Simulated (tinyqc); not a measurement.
Worked calculation: CCSD on RHF in the sto-6g basis, for LiH, spin multiplicity 1. One step of it, computed by the program tinyqc.

Problem. Integrals over molecular orbitals. (pq|rs) = sum C_ip C_jq C_kr C_ls (ij|kl), one index at a time.

coefficients C:
```
               MO1        MO2        MO3       MO4        MO5        MO6
1Li 1s    0.993826  -0.159485  -0.199008  0.000000   0.000000   0.084542
1Li 2s    0.023608   0.443824   0.798432  0.000000   0.000000  -0.719442
1Li 2px   0.000000   0.000000   0.000000  0.653184   0.757199   0.000000
1Li 2py   0.000000   0.000000   0.000000  0.757199  -0.653184   0.000000
1Li 2pz  -0.005967   0.346877  -0.615307  0.000000   0.000000  -0.983582
2H 1s     0.004073   0.553854  -0.129480  0.000000   0.000000   1.195600
```

core Hamiltonian H = T + V (hartree):
```
            1Li 1s     1Li 2s    1Li 2px    1Li 2py    1Li 2pz      2H 1s
1Li 1s   -4.786387  -1.018245   0.000000   0.000000  -0.017488  -0.321804
1Li 2s   -1.018245  -1.387176   0.000000   0.000000  -0.123314  -0.708944
1Li 2px   0.000000   0.000000  -1.140617   0.000000   0.000000   0.000000
1Li 2py   0.000000   0.000000   0.000000  -1.140617   0.000000   0.000000
1Li 2pz  -0.017488  -0.123314   0.000000   0.000000  -1.239662  -0.850413
2H 1s    -0.321804  -0.708944   0.000000   0.000000  -0.850413  -1.476052
```

Two-electron integrals (ij|kl) in chemists' order, unique and non-zero (hartree):
```
(11|11) 1.681247   (21|11) 0.242603   (21|21) 0.044507   (22|11) 0.397190
(22|21) 0.090279   (22|22) 0.290625   (31|31) 0.009437   (32|31) 0.014261
(32|32) 0.064236   (33|11) 0.397190   (33|21) 0.090279   (33|22) 0.290625
(33|33) 0.313125   (41|41) 0.009437   (42|41) 0.014261   (42|42) 0.064236
(43|43) 0.016875   (44|11) 0.397190   (44|21) 0.090279   (44|22) 0.290625
(44|33) 0.279374   (44|44) 0.313125   (51|51) 0.009437   (52|51) 0.014261
(52|52) 0.064236   (53|53) 0.016875   (54|54) 0.016875   (55|11) 0.397190
(55|21) 0.090279   (55|22) 0.290625   (55|33) 0.279374   (55|44) 0.279374
(55|55) 0.313125   (61|11) 0.075527   (61|21) 0.013516   (61|22) 0.027481
(61|33) 0.027111   (61|44) 0.027111   (61|51) 0.001787   (61|52) 0.003528
(61|55) 0.028222   (61|61) 0.004531   (62|11) 0.154732   (62|21) 0.035500
(62|22) 0.118286   (62|33) 0.112557   (62|44) 0.112557   (62|51) 0.006169
(62|52) 0.033987   (62|55) 0.129744   (62|61) 0.012832   (62|62) 0.076343
(63|31) 0.003230   (63|32) 0.014103   (63|53) 0.005416   (63|63) 0.005912
(64|41) 0.003230   (64|42) 0.014103   (64|54) 0.005416   (64|64) 0.005912
(65|11) 0.184986   (65|21) 0.042936   (65|22) 0.148121   (65|33) 0.138320
(65|44) 0.138320   (65|51) 0.009642   (65|52) 0.052319   (65|55) 0.167722
(65|61) 0.016314   (65|62) 0.105625   (65|65) 0.148774   (66|11) 0.334585
(66|21) 0.078329   (66|22) 0.283217   (66|33) 0.258912   (66|44) 0.258912
(66|51) 0.016355   (66|52) 0.106388   (66|55) 0.331824   (66|61) 0.030143
(66|62) 0.225968   (66|65) 0.325772   (66|66) 0.774999
```

Give: one-electron integrals over orbitals h = C^T H C; Two-electron integrals over orbitals.

Solution.

one-electron integrals over orbitals h = C^T H C (hartree):
```
        1       2       3       4       5       6
1  -4.779   0.105   0.170   0.000   0.000  -0.039
2   0.105  -1.507   0.030   0.000   0.000  -0.058
3   0.170   0.030  -1.133   0.000   0.000   0.035
4   0.000   0.000   0.000  -1.141   0.000   0.000
5   0.000   0.000   0.000   0.000  -1.141   0.000
6  -0.039  -0.058   0.035   0.000   0.000  -0.955
```

Two-electron integrals over orbitals (pq|rs), unique and non-zero (hartree):
```
(11|11) 1.664       (21|11) -0.112      (21|21) 0.014       (22|11) 0.371
(22|21) 0.007       (22|22) 0.492       (31|11) -0.141      (31|21) 0.012
(31|22) -0.016      (31|31) 0.023       (32|11) 0.014       (32|21) -3.41e-03
(32|22) -0.047      (32|31) -1.62e-04   (32|32) 0.012       (33|11) 0.400
(33|21) -0.011      (33|22) 0.223       (33|31) 1.74e-03    (33|32) 0.007
(33|33) 0.340       (41|41) 0.010       (42|41) 0.007       (42|42) 0.023
(43|41) 0.010       (43|42) 0.019       (43|43) 0.041       (44|11) 0.397
(44|21) -4.10e-03   (44|22) 0.271       (44|31) -4.70e-03   (44|32) 0.005
(44|33) 0.283       (44|44) 0.313       (51|51) 0.010       (52|51) 0.007
(52|52) 0.023       (53|51) 0.010       (53|52) 0.019       (53|53) 0.041
(54|54) 0.017       (55|11) 0.397       (55|21) -4.10e-03   (55|22) 0.271
(55|31) -4.70e-03   (55|32) 0.005       (55|33) 0.283       (55|44) 0.279
(55|55) 0.313       (61|11) 0.057       (61|21) -0.010      (61|22) -0.007
(61|31) -3.11e-03   (61|32) 1.68e-03    (61|33) 0.010       (61|44) 4.96e-04
(61|55) 4.96e-04    (61|61) 0.009       (62|11) -0.041      (62|21) 4.90e-03
(62|22) 0.130       (62|31) 5.59e-04    (62|32) -0.033      (62|33) -0.013
(62|44) -0.015      (62|55) -0.015      (62|61) -4.59e-05   (62|62) 0.125
(63|11) 0.014       (63|21) -3.40e-03   (63|22) -0.050      (63|31) 4.61e-03
(63|32) 0.008       (63|33) 0.036       (63|44) 1.44e-03    (63|55) 1.44e-03
(63|61) 4.06e-03    (63|62) -0.030      (63|63) 0.025       (64|41) -0.006
(64|42) -0.020      (64|43) -0.014      (64|64) 0.020       (65|51) -0.006
(65|52) -0.020      (65|53) -0.014      (65|65) 0.020       (66|11) 0.364
(66|21) 3.51e-03    (66|22) 0.457       (66|31) -0.011      (66|32) -0.041
(66|33) 0.241       (66|44) 0.269       (66|55) 0.269       (66|61) -2.96e-03
(66|62) 0.136       (66|63) -0.043      (66|66) 0.457
```
